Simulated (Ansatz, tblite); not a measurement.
# The cluster Ag2O: rung by rung

An exercise on one series of results from a longer session: the logs are not shown, and one member is left open.

The runs use Ansatz 0.2.0, Gaussian basis; as each input shows.

Levels to be run: GFN1-xTB, GFN2-xTB, PBE-D4/def2-TZVP, r2SCAN-D4/def2-TZVP, revPBE-D4/def2-TZVP, ωB97X-V/def2-TZVP, BHLYP-D4/def2-TZVP, r2SCANh-D4/def2-TZVP, B2PLYP/def2-TZVP, PBE-D4/def2-SVP, PBE0-D4/def2-SVP, PBE0-D4/def2-TZVPD, PBE-D4/def2-TZVPD, r2SCAN-D4/def2-TZVPD, CCSD(T)/def2-TZVPP, MP2/def2-TZVP, RPA/def2-TZVP.

4 further runs of the same task are left out: 4 set aside as unsound or not needed. Runs told in other sessions of the task aren't counted.

## The relaxed structure

The geometry is that of the singlet, from an earlier relaxation (PBE0-D4/def2-TZVP). At that level it is the lowest of the isomers that a small search found.

3 atoms, charge 0, spin multiplicity 1.

Bond lengths: Ag1–O3 1.996 Å, Ag2–O3 1.996 Å. Angles: Ag1–O3–Ag2 98.1°.

Ag takes a core potential in the def2 sets. No spin-orbit coupling is included.

PBE0-D4/def2-TZVP was run before; its log isn't repeated, and its numbers join the tables.

Set-up of the first run:

Tight binding, by tblite at 300 K electronic temperature and without a spin-polarisation term:

```python
tblite.interface.Calculator('GFN1-xTB', numbers, positions, charge=0, uhf=0).singlepoint()
```

Tight binding, by tblite at 300 K electronic temperature and without a spin-polarisation term:

```python
tblite.interface.Calculator('GFN2-xTB', numbers, positions, charge=0, uhf=0).singlepoint()
```

start.molden holds the orbitals of an earlier run on this state, given as this run's starting guess.

The input, in.yaml:

```yaml
crystal:
  periodic: [false, false, false]
  atoms:
    - {symbol: Ag, position_ang: [-1.466643, -0.281328, -0.484118]}
    - {symbol: Ag, position_ang: [0.950315, 0.448792, 1.166213]}
    - {symbol: O, position_ang: [0.516328, -0.167463, -0.682095]}
basis:
  gaussian: {orbitals: def2-TZVP, initial_orbitals: start.molden}
hamiltonian: {xc: pbe, dispersion: d4}
scf: {omitted_lower_state_checks: [starts]}
output: {orbitals: {seedname: orbitals}}
```

On the command line:

```
> ansatz run in.yaml --threads 4 --pin off --events-out ev --progress --plain --max-ram 3916MiB
```

Steps of the session up to this table: PBE-D4/def2-TZVP; r2SCAN-D4/def2-TZVP; revPBE-D4/def2-TZVP; ωB97X-V/def2-TZVP; BHLYP-D4/def2-TZVP; r2SCANh-D4/def2-TZVP; B2PLYP/def2-TZVP; PBE-D4/def2-SVP; PBE0-D4/def2-SVP; PBE0-D4/def2-TZVPD; PBE-D4/def2-TZVPD; r2SCAN-D4/def2-TZVPD; CCSD(T)/def2-TZVPP; MP2/def2-TZVP; RPA/def2-TZVP.

One table of the session follows, with a row left open; its other results are not shown here.

```
               level  HOMO (eV)  LUMO (eV)  gap (eV)
     PBE-D4/def2-SVP      -4.81      -3.58      1.23
    PBE-D4/def2-TZVP      -4.91      -3.64      1.27
   PBE-D4/def2-TZVPD      -4.92      -3.65      1.27
 revPBE-D4/def2-TZVP      -4.79      -3.50      1.29
 r2SCAN-D4/def2-TZVP      -5.00      -3.36      1.64
r2SCAN-D4/def2-TZVPD      -5.01      -3.37      1.64
r2SCANh-D4/def2-TZVP      -5.45      -2.99      2.46
    PBE0-D4/def2-SVP          ?          ?         ?
   PBE0-D4/def2-TZVP      -6.03      -2.62      3.41
  PBE0-D4/def2-TZVPD      -6.04      -2.63      3.41
  BHLYP-D4/def2-TZVP      -7.15      -1.84      5.31
   ωB97X-V/def2-TZVP      -8.14      -0.66      7.48
```

Estimate the missing values for PBE0-D4/def2-SVP.

The run gave: HOMO (eV): -5.95; LUMO (eV): -2.57; gap (eV): 3.37. In the column «HOMO (eV)» it lies between PBE0-D4/def2-TZVP (-6.03) and r2SCANh-D4/def2-TZVP (-5.45).
